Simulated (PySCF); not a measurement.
**3-fluoropropenenitrile: geometry, NMR shifts, spin-spin couplings, electronic excitations and core binding energies**

Aim: predict the NMR shifts, spin-spin couplings, electronic excitations and core binding energies of 3-fluoropropenenitrile (`N#C/C=C/F`).

Computed with PySCF 2.14.0, with density-fitted response routines of our own, on a single molecule in the gas phase. Atoms count from 0, in the outputs and in this text.

### 1 The starting structure

7 atoms, charge 0, multiplicity 1; geometry from: GFN2-xTB.

Bonds of the start (Å): N0–C1 1.15, C1–C2 1.41, C2–C3 1.33, C3–F4 1.33, C2–H5 1.08, C3–H6 1.08.

### 2 Relaxing the molecule at PBE0-D3(BJ)/def2-SVP

The job: settings as JSON, then the geometry in Å.

```
{"job": {"xc": "PBE0", "basis": "def2-SVP", "d3": "d3bj", "grid": 1, "kind": "geom"}, "charge": 0, "multiplicity": 1}
N      2.506174    -0.338893    -0.224149
C      1.420227     0.014539    -0.133259
C      0.096673     0.479408    -0.023571
C     -0.929668    -0.355636     0.089711
F     -2.179460     0.089004     0.190373
H     -0.044646     1.551239    -0.039083
H     -0.865967    -1.434757     0.112900
```

**Question.** This job is followed by: GIAO PBE0/pcSseg-1 NMR shielding, non-relativistic, gas phase; B3LYP/pcJ-1 indirect spin-spin coupling, non-relativistic, gas phase; TDDFT wB97X-D/def2-SVPD, vertical, gas phase, core orbitals frozen in the response; GIAO CAM-B3LYP/pcSseg-2 NMR shielding, non-relativistic, gas phase; delta-SCF UKS SCAN, pcX-2 on the ionised atom, pcseg-1 elsewhere, spin-free X2C. What will the session give for the following? point group; rotational constants (main isotopes); 13C shifts against TMS (PBE0/pcSseg-1); 1H shifts against TMS (PBE0/pcSseg-1); 15N shifts against NH3 (PBE0/pcSseg-1); 19F shifts against CFCl3 (PBE0/pcSseg-1); largest coupling of the table (B3LYP/pcJ-1); lowest singlet (wB97X-D/def2-SVPD); lowest triplet; vertical ionisation energy (ΔSCF); C1s binding energies, SCAN/pcX-2; N1s binding energies, SCAN/pcX-2; F1s binding energies, SCAN/pcX-2; range of the shift of C3.

As calculated:

| quantity | value |
| --- | --- |
| point group | Cs |
| rotational constants (main isotopes) | 48.53, 2.33, 2.23 GHz |
| 13C shifts against TMS (PBE0/pcSseg-1) | 176.5, 118.1, 92.3 ppm |
| 1H shifts against TMS (PBE0/pcSseg-1) | 7.34, 5.33 ppm |
| 15N shifts against NH3 (PBE0/pcSseg-1) | 331.7 ppm |
| 19F shifts against CFCl3 (PBE0/pcSseg-1) | -80.5 ppm |
| largest coupling of the table (B3LYP/pcJ-1) | 1J(C,F) C3–F4, -367.9 Hz |
| lowest singlet (wB97X-D/def2-SVPD) | 6.39 eV (194 nm), f = 0.326 |
| lowest triplet | 3.82 eV |
| vertical ionisation energy (ΔSCF) | 10.73 eV |
| C1s binding energies, SCAN/pcX-2 | C3 294.20, C1 292.71, C2 292.50 eV |
| N1s binding energies, SCAN/pcX-2 | N0 405.27 eV |
| F1s binding energies, SCAN/pcX-2 | F4 694.37 eV |
| range of the shift of C3 | 176.5 to 184.0 ppm |

In words: The optimisation took 6 steps and gained 0.036 eV; among the close pairs (by a distance rule), C3–F4 changed most, from 1.330 to 1.314 Å. At PBE0/pcSseg-1: The largest span, 473 ppm, is at N0, where the paramagnetic term is -405 ppm. Of the pairs tabulated at B3LYP/pcJ-1, C3–F4 couples most strongly (-367.9 Hz; Fermi contact -325.1 Hz). The lowest singlet, at 6.39 eV, is HOMO→LUMO 0.90 and is bright. The lowest triplet lies 2.57 eV below the lowest singlet (triplets in Tamm-Dancoff, singlets in full TDDFT). The orbital energy would give 10.19 eV for ionisation, ΔSCF gives 10.73 eV. C3 (alkene CH) binds its C1s electron 1.70 eV more tightly than C2 (alkene CH). In ppm, C3 moves most: its shift spreads over 7.6 ppm, from 176.5 (PBE0/pcSseg-1) to 184.0 (CAM-B3LYP/pcSseg-2).
